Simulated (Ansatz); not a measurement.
**CCSDT(Q)/STO-3G run of BCl (SMILES [B]Cl)**

What is the vertical electron affinity of BCl at CCSDT(Q)/STO-3G? 

Program for the calculation: Ansatz 0.2.0.

40 further runs of the same task are left out: 1 that didn't finish, 39 set aside as unsound or not needed.

## (1) Starting point

BCl has 2 atoms, charge 0, and is taken as a singlet. As SMILES, `[B]Cl`. The shape is that of a PBE0-D4/def2-TZVP optimisation.

Bond lengths: B1–Cl2 1.718 Å.

## (2) A single-point energy at CCSDT(Q)/STO-3G

Contents of job.yaml:

```yaml
crystal:
  periodic: [false, false, false]
  atoms:
    - symbol: B
      position_ang: [-0.000000, -0.000000, -0.069660]
    - symbol: Cl
      position_ang: [0.000000, 0.000000, 1.648190]
basis:
  gaussian:
    orbitals: STO-3G
correlation:
  method: ccsdt_q
  frozen_orbitals: {B: 1, Cl: 5}
accuracy: high
scf:
  omitted_lower_state_checks: [cluster_reference, increment]
```

Launch:

```
ansatz run job.yaml --threads 1 --pin off --max-ram 3480MiB --events-out events.jsonl --progress --plain --runs-dir runs
```

What it wrote:

```text
Warning: RAYON_NUM_THREADS=1 ignored (pool sized by the plan → 1); use --threads N
Functional definition: HF
  name "HF"
  exchange = exact_x
  correlation = 0
these checks for a lower state are left out or cut short: cluster_reference, increment
224 factors; integrals over basis functions are off by at most 2.1e-8 eV
mean field evaluation 1: about -13029.3769 eV, gradient 1.2e1 eV
mean field evaluation 2: about -13029.3991 eV, gradient 1.2e1 eV
mean field evaluation 4: about -13030.1966 eV, gradient 5.9e-1 eV
mean field evaluation 8: about -13030.1981 eV, gradient 7.4e-6 eV
mean field -13030.19805870 eV, -478.8509464717 hartree, gradient 5.6e-9 eV, S^2 0.000000; 0 other end points of the search recorded, 0 dependent functions left out; unrestricted orbitals would lower it
6 core orbitals not correlated: weight in the atoms' cores, before any rotation towards them, 1.000 or more for the frozen orbitals, at most 0.000 for the correlated occupied ones
reference -13030.19805870 eV, -478.8509464717 hartree; 5, 5 occupied and 3, 3 virtual orbitals, 224 factors
second order -1.07317239 eV of doubles, -0.00000000 eV of singles
cycle   1  -1.34540479 eV  change   -2.7e-1 eV  update   8.7e-2
cycle   2  -1.60373312 eV  change   -2.6e-1 eV  update   4.6e-2
cycle   3  -1.76263970 eV  change   -1.6e-1 eV  update   2.8e-2
cycle   4  -1.76009230 eV  change    2.5e-3 eV  update   4.2e-3
cycle   5  -1.76089097 eV  change   -8.0e-4 eV  update   1.7e-3
cycle   6  -1.76164058 eV  change   -7.5e-4 eV  update   5.8e-4
cycle   7  -1.76109446 eV  change    5.5e-4 eV  update   1.5e-4
cycle   8  -1.76113681 eV  change   -4.2e-5 eV  update   4.8e-5
cycle   9  -1.76120628 eV  change   -6.9e-5 eV  update   1.1e-5
cycle  10  -1.76118599 eV  change    2.0e-5 eV  update   3.8e-6
cycle  11  -1.76118627 eV  change   -2.8e-7 eV  update   1.1e-6
cycle  12  -1.76118624 eV  change    3.7e-8 eV  update   4.1e-7
cycle  13  -1.76118649 eV  change   -2.6e-7 eV  update   1.4e-7
cycle  14  -1.76118652 eV  change   -2.9e-8 eV  update   4.3e-8
cycle  15  -1.76118650 eV  change    2.1e-8 eV  update   2.2e-8
cycle  16  -1.76118630 eV  change    2.0e-7 eV  update   6.0e-8
cycle  17  -1.76118627 eV  change    2.9e-8 eV  update   2.8e-8
cycle  18  -1.76118627 eV  change    7.2e-9 eV  update   1.0e-8
cycle  19  -1.76118625 eV  change    1.2e-8 eV  update   5.5e-9
cycle  20  -1.76118626 eV  change   -5.0e-9 eV  update   2.9e-9
cycle  21  -1.76118626 eV  change   -5.2e-9 eV  update   1.2e-9
cycle  22  -1.76118626 eV  change   2.2e-10 eV  update  4.2e-10
perturbative correction -0.00609971 eV, -0.0002241600 hartree
Total energy: -13031.96534467 eV, -478.9158930331 hartree
Checks for a lower state left out: cluster_reference, increment
```

Run time: 0.32 s. Hardware: 1 thread of Intel Xeon Platinum 8488C (Sapphire Rapids), shared host.

## (3) The doublet anion, same level

Contents of molecule.yaml:

```yaml
crystal:
  periodic: [false, false, false]
  atoms:
    - symbol: B
      position_ang: [-0.000000, -0.000000, -0.069660]
    - symbol: Cl
      position_ang: [0.000000, 0.000000, 1.648190]
basis:
  gaussian: {orbitals: STO-3G}
total_charge: -1
magnetization: {spin_polarized: true, initial_magnetization: 1}
correlation: {method: ccsdt_q, frozen_orbitals: {B: 1, Cl: 5}}
accuracy: high
scf: {omitted_lower_state_checks: [cluster_reference, increment]}
```

Launch:

```
ansatz run molecule.yaml --threads 1 --pin off --max-ram 3480MiB --events-out events.jsonl --progress --plain --runs-dir runs
```

What it wrote:

```text
Warning: RAYON_NUM_THREADS=1 ignored (pool sized by the plan → 1); use --threads N
[... 4 set-up lines as earlier in the session ...]
these checks for a lower state are left out or cut short: cluster_reference, increment
224 factors; integrals over basis functions are off by at most 2.1e-8 eV
mean field evaluation 1: about -13024.1691 eV, gradient 5.1e0 eV
mean field evaluation 2: about -13024.2057 eV, gradient 5.1e0 eV
mean field evaluation 4: about -13024.3998 eV, gradient 3.5e-1 eV
mean field evaluation 8: about -13024.4016 eV, gradient 4.4e-7 eV
mean field evaluation 16: about -13024.4325 eV, gradient 6.1e-7 eV
mean field evaluation 32: about -13024.4016 eV, gradient 6.8e-4 eV
mean field -13024.43251430 eV, -478.6390666231 hartree, gradient 5.0e-8 eV, S^2 0.940509; 6 other end points of the search recorded, 0 dependent functions left out
6 core orbitals not correlated: weight in the atoms' cores, before any rotation towards them, 1.000 or more for the frozen orbitals, at most 0.000 for the correlated occupied ones
reference -13024.43251430 eV, -478.6390666231 hartree; 6, 5 occupied and 2, 3 virtual orbitals, 224 factors
second order -0.43433931 eV of doubles, -0.00000000 eV of singles
cycle   1  -0.58132566 eV  change   -1.5e-1 eV  update   5.1e-2
cycle   2  -0.74332126 eV  change   -1.6e-1 eV  update   3.4e-2
cycle   3  -0.80672499 eV  change   -6.3e-2 eV  update   2.3e-2
cycle   4  -0.85818628 eV  change   -5.1e-2 eV  update   1.6e-2
cycle   5  -0.87582440 eV  change   -1.8e-2 eV  update   8.0e-3
cycle   6  -0.87722783 eV  change   -1.4e-3 eV  update   5.5e-3
cycle   7  -0.88216919 eV  change   -4.9e-3 eV  update   4.9e-3
cycle   8  -0.89762458 eV  change   -1.5e-2 eV  update   3.8e-3
cycle   9  -0.89836699 eV  change   -7.4e-4 eV  update   2.1e-3
cycle  10  -0.89948792 eV  change   -1.1e-3 eV  update   9.0e-4
cycle  11  -0.89908581 eV  change    4.0e-4 eV  update   4.4e-4
cycle  12  -0.89929113 eV  change   -2.1e-4 eV  update   1.6e-4
cycle  13  -0.89930569 eV  change   -1.5e-5 eV  update   5.5e-5
cycle  14  -0.89926381 eV  change    4.2e-5 eV  update   2.7e-5
cycle  15  -0.89928914 eV  change   -2.5e-5 eV  update   1.1e-5
cycle  16  -0.89929251 eV  change   -3.4e-6 eV  update   4.6e-6
cycle  17  -0.89929515 eV  change   -2.6e-6 eV  update   2.0e-6
cycle  18  -0.89929180 eV  change    3.3e-6 eV  update   9.2e-7
cycle  19  -0.89929119 eV  change    6.1e-7 eV  update   2.3e-7
cycle  20  -0.89929088 eV  change    3.1e-7 eV  update   9.9e-8
cycle  21  -0.89929077 eV  change    1.1e-7 eV  update   6.2e-8
cycle  22  -0.89929067 eV  change    9.9e-8 eV  update   3.3e-8
cycle  23  -0.89929077 eV  change   -1.1e-7 eV  update   1.1e-7
cycle  24  -0.89929099 eV  change   -2.2e-7 eV  update   6.2e-8
cycle  25  -0.89929104 eV  change   -5.1e-8 eV  update   2.3e-8
cycle  26  -0.89929104 eV  change    3.3e-9 eV  update   1.6e-8
cycle  27  -0.89929104 eV  change    2.2e-9 eV  update   1.2e-8
cycle  28  -0.89929104 eV  change   -3.0e-9 eV  update   9.3e-9
cycle  29  -0.89929104 eV  change   -4.3e-9 eV  update   7.7e-9
cycle  30  -0.89929106 eV  change   -1.8e-8 eV  update   5.4e-9
cycle  31  -0.89929107 eV  change   -3.5e-9 eV  update   1.8e-9
cycle  32  -0.89929107 eV  change   -1.4e-9 eV  update  8.3e-10
cycle  33  -0.89929107 eV  change  -7.5e-10 eV  update  3.7e-10
perturbative correction -0.00069450 eV, -0.0000255222 hartree
Total energy: -13025.33249986 eV, -478.6721404825 hartree
Checks for a lower state left out: cluster_reference, increment
```

It took 0.46 s on 1 thread of Intel Xeon Platinum 8488C (Sapphire Rapids), shared host.

## (4) Results

At CCSDT(Q)/STO-3G, 6 core orbitals frozen:

```
                                                  quantity          value
                                 singlet BCl: total energy  -478.91589 Eh
  singlet BCl: correlation energy (6 core orbitals frozen)      -64.9 mEh
                                singlet BCl: T1 diagnostic          0.016
                               doublet anion: total energy  -478.67214 Eh
doublet anion: correlation energy (6 core orbitals frozen)      -33.1 mEh
          doublet anion: ⟨S²⟩ of the reference determinant          0.941
                              doublet anion: T1 diagnostic          0.055
         vertical electron affinity (to the doublet anion)      -6.633 eV
```

In words: The anion lies 6.63 eV (640 kJ/mol) above the neutral: the electron isn't bound at this level, and such a value depends on the basis. Without diffuse functions anions come out too high. In a minimal basis such a difference can be off by several eV, whatever the method. The restricted solution (singlet BCl) is unstable to spin breaking: an unrestricted one lies lower. ⟨S²⟩ (doublet anion) is 0.94 where a pure doublet has 0.75: the reference is spin-contaminated. The T1 diagnostic (doublet anion) of 0.055 is above the customary mark for such species, so a single reference may not serve.
